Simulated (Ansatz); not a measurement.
Basis-set series for B2H4Si, SMILES `B1B[SiH2]1`. Total charge 0; spin multiplicity 1. Geometry: relaxed with PBE0-D4/def2-TZVP.

```json
{"functional": "PBE0-D4", "basis": "def2-TZVPP", "functions": "160", "energy (Eh)": "-341.32215", "HOMO (eV)": "-7.02", "LUMO (eV)": "-1.92"}
{"functional": "PBE0-D4", "basis": "def2-QZVPP", "functions": "304", "energy (Eh)": "-341.33510", "HOMO (eV)": "-7.02", "LUMO (eV)": "-1.94"}
{"functional": "ωB97M-V", "basis": "def2-TZVPP", "functions": "160", "energy (Eh)": "-341.45776", "HOMO (eV)": "-8.99", "LUMO (eV)": "-0.06"}
{"functional": "ωB97M-V", "basis": "def2-QZVPP", "functions": "304", "energy (Eh)": "-341.46970", "HOMO (eV)": "-8.99", "LUMO (eV)": "-0.12"}
```

Q: Give the rows for def2-SVP. (Best estimate.)

A: Ansatz gave: 
```json
{"functional": "PBE0-D4", "basis": "def2-SVP", "functions": "66", "energy (Eh)": "-341.16451", "HOMO (eV)": "-7.04", "LUMO (eV)": "-1.87"}
{"functional": "ωB97M-V", "basis": "def2-SVP", "functions": "66", "energy (Eh)": "-341.29492", "HOMO (eV)": "-8.97", "LUMO (eV)": "0.08"}
```
